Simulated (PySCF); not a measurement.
Molecule: `F[C@@H]1COCO1`, C₃H₅FO₂.

Geometry:
```tsv
atom	x (Å)	y (Å)	z (Å)
F1	-0.486	1.916	0.207
C2	-0.265	0.822	-0.593
C3	-1.003	-0.393	-0.004
O4	0.022	-1.287	0.348
C5	1.181	-0.524	0.431
O6	1.058	0.456	-0.573
H7	-0.548	1.106	-1.617
H8	-1.677	-0.879	-0.723
H9	-1.587	-0.057	0.873
H10	2.059	-1.150	0.220
H11	1.280	-0.039	1.424
```

Geometry PBE0-D3(BJ)/def2-SVP throughout; GIAO in PySCF 2.14, gas phase, one conformer, non-relativistic; equivalent atoms averaged; basis pcSseg-2.

Task: How do the shifts δ (against CFCl3, TMS, H2O at the same level) depend on the functional? (a selection of nuclei; ppm; last column core-seconds on 1 thread of an Arm Neoverse N1, shared host; the GGAs took longer than the global hybrids here, which isn't the general rule, and the cause wasn't traced)

Result: 
```csv
functional,kind,F1,C2,C5,C3,O6,H7,H10,H11,H9,core-s
HF,Hartree–Fock,-107.0,100.0,87.8,67.6,101.1,5.30,4.73,4.45,3.43,34
LDA,LDA,-155.8,121.2,106.1,81.1,165.1,6.15,5.33,5.28,3.85,64
PBE,GGA,-152.1,117.9,103.5,79.1,158.2,6.06,5.25,5.21,3.79,78
BLYP,GGA,-150.4,118.7,104.0,79.9,159.6,6.06,5.27,5.26,3.82,82
BP86,GGA,-152.9,117.7,103.4,79.0,155.1,6.04,5.23,5.21,3.79,77
OPBE,GGA,-148.4,114.0,100.6,76.3,149.9,6.00,5.20,5.11,3.76,81
KT2,GGA,-158.0,113.6,100.2,76.1,154.7,6.03,5.21,5.14,3.71,80
KT3,GGA,-151.5,112.5,99.2,75.4,151.5,5.98,5.19,5.11,3.72,80
B97-D,GGA,-148.2,115.5,101.6,77.6,150.2,6.01,5.23,5.19,3.80,78
B3LYP,global hybrid,-138.7,115.3,101.0,77.5,146.0,5.86,5.12,5.03,3.71,62
PBE0,global hybrid,-137.4,113.7,99.8,76.2,141.2,5.80,5.07,4.94,3.66,63
mPW1PW91,global hybrid,-136.9,113.8,99.9,76.3,140.2,5.79,5.06,4.93,3.66,61
WP04,global hybrid,-137.1,117.7,102.5,78.3,139.0,5.72,4.96,4.92,3.72,64
B97-2,global hybrid,-137.2,112.7,99.1,75.6,138.9,5.80,5.07,4.94,3.67,63
BHandHLYP,global hybrid,-124.5,109.9,96.3,73.9,128.8,5.62,4.96,4.77,3.59,59
CAM-B3LYP,range-separated hybrid,-128.6,115.1,100.5,77.3,140.7,5.82,5.11,4.98,3.71,79
wB97X-D,range-separated hybrid,-130.8,113.7,99.7,76.4,134.5,5.73,5.02,4.90,3.65,74
LC-wPBE,range-separated hybrid,-119.3,115.1,100.4,76.8,130.7,5.75,5.03,4.89,3.67,96
```

Task: Which nucleus among those listed moves most, in ppm?

Result: O6 (ether oxygen): from 101.1 ppm with HF to 165.1 ppm with LDA. The smallest spread is 0.42 ppm, at H9. Proton shifts span only some 12 ppm, so a few tenths of a ppm matter as much there as several ppm in carbon.
